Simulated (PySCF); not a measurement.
How far each method lies from full CI for OF2, singlet

Geometry: MP2(full)/6-31G*, from the G2/97 set.

```xyz
3

F     0.0000    1.1106   -0.2636
O     0.0000    0.0000    0.6260
F     0.0000   -1.1106   -0.2636
```

Basis STO-3G; PySCF 2.14.0. Correlated methods freeze the noble-gas cores, which leaves 20 electrons in 12 orbitals. R marks a restricted (for open shells ROHF) determinant, U an unrestricted one.

Full CI is exact within this basis and frozen core; it isn't the basis-set limit. The frozen core follows each run's orbitals, which can shift R against U totals by a few meV.

- UHF ⟨S²⟩: 0.150
- T1 diagnostic (RCCSD): 0.0099
- largest doubles amplitude (RCCSD): 0.101

| level | E − E(RHF) (eV) |
| --- | --- |
| RMP2 | -2.5919 |
| RCCSD | -3.6998 |
| RCCSD(T) | -3.7379 |

Problem. Estimate how far full CI in STO-3G lies from RCCSD(T). The table doesn't fix it; the size of (T) and the diagnostics are the guide.

Solution. Full CI in STO-3G lies 24 meV below RCCSD(T), which is 63 % of the (T) step (-38 meV). RHF is unstable towards spin polarisation, and the rest is a large part of (T).

The other levels:

| level | E − E(full CI) (meV) | share of correlation (%) | wall time |
| --- | --- | --- | --- |
| RCCSDT | 8 | 99.80 | – |
| RCCSDT(Q) | 2 | 99.93 | 2 s |

The correlation energy at full CI, counted from RHF, is -3.762 eV. That run took 0.75 s on 1 thread of Arm Neoverse V2, shared host over 1,138 determinants.

Run but not shown, since their state, orbitals or frozen core can't be matched to the reference's or they repeat it: UHF, UMP2, UCCSD, UCCSD(T), UCCSDT.

Times are those of the correlated step on a shared host, with one SCF added for the restricted CCSD run; they ran on 1 thread of Arm Neoverse V2.

The full-CI state has the irrep A1 of C2v, in the program's axes.

Natural occupations of full CI about the gap: 1.996 1.995 1.994 1.904 1.903 0.110 0.101; effectively unpaired electrons, Σ n²(2−n)², 0.15.

Atomization energy (electronic, same basis, no zero-point term; atoms at the same level, unrestricted beside the R rows where the molecule is a closed shell; the atoms' step beyond CCSDT comes from their full CI) at full CI: 385.8 kJ/mol. Errors of other levels:

| level | error (kJ/mol) |
| --- | --- |
| RHF | -363.0 |
| RMP2 | -112.9 |
| RCCSD | -6.0 |
| RCCSD(T) | -2.3 |
| RCCSDT | -0.7 |
| RCCSDT(Q) | -0.2 |

This basis is far from its limit, so the value isn't to be set against a measured one.
